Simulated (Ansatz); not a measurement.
**LA phonon frequency at L of rock-salt KF at several levels of theory**

No measured value is used here.

```
level (code)     value (cm⁻¹)  cell (Å³/atom)
---------------  ------------  --------------
LDA (Ansatz)              ___           17.20
PBE (Ansatz)              187           19.91
r²SCAN (Ansatz)           197           18.81
```

Task: Complete the blanks.

Result: 
- LDA (Ansatz, a quantum-chemistry and plane-wave program), value (cm⁻¹): 210

Each level is taken at its own relaxed cell. Cutoffs differ between the levels. Ansatz's density-functional and Hartree–Fock values are scalar-relativistic unless marked +SOC, with PAW data made under PBE.
